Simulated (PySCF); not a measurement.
An unknown is described by computed data only.

Formula: C2H4F2.

| Property | Result |
| --- | --- |
| XPS | C1s 293.7 (×2), F1s 692.9 (×2) eV [ΔSCF SCAN, pcX-2 on the ionised atom, pcseg-1 elsewhere, spin-free X2C] |
| Rotational structure | rotational constants A, B, C: 17.542, 5.074, 4.429 GHz [PBE0-D3(BJ)/def2-SVP] |
| Couplings | largest of the computed one-bond spin–spin couplings (means over like bonds): 19F–13C -244.7 (×2), 13C–1H +152.2 (×4), 13C–13C +44.7 Hz [B3LYP/pcJ-1] |
| 13C NMR | chemical shifts (computed TMS as zero) by class: 90.0 (2 C) ppm [GIAO PBE/pcSseg-2] |
| Dipole | 2.49 D [PBE/pcSseg-2] |
| NMR, other nuclei | isotropic shieldings of nuclei other than C and H, by class: 406 (2 F) ppm [GIAO PBE/pcSseg-2] |

Gas-phase values; electronic properties from PySCF, density fitting. Levels stand in brackets. Isolated species at its PBE0-D3(BJ)/def2-SVP geometry (one conformer only). Each NMR value is the plain mean over a class of atoms that symmetry, rotation or inversion makes alike.

**Question.** Give a SMILES that accounts for the data.

**Answer.** Numbering: `[F:1][CH2:2][CH2:3][F:4]`. Its formula, C2H4F2, gives 0 degrees of unsaturation, so no ring and no π bond. 2 carbons fall into 1 class: sp3 C–F carbon [C2/C3] (90.0 ppm, 2 C). The other shieldings belong to: 406 ppm, alkyl fluorine [F1/F4]. The couplings run between: -244.7 Hz, alkyl fluorine [F1] and sp3 C–F carbon [C2] (with 1 like pair); +152.2 Hz, sp3 C–F carbon [C2] and its hydrogen (with 3 like pairs); +44.7 Hz, sp3 C–F carbon [C2] and sp3 C–F carbon [C3]. The core levels belong to: C1s 293.7 eV, sp3 C–F carbon [C2/C3]; F1s 692.9 eV, alkyl fluorine [F1/F4]. The optimised geometry has point group C2 and is an asymmetric top. Structure: `FCCF` (1,2-difluoroethane). Computed isomers that give other values at the same levels: `CC(F)F` (core binding energies: C1s 291.5, C1s 295.8, F1s 693.2 (×2) eV). The assignments are read from this structure; whether some other isomer fits the data as well wasn't checked.

The values belong to the conformer `[F:1][CH2:2][CH2:3][F:4]`: F1–C2–C3–F4 69°.
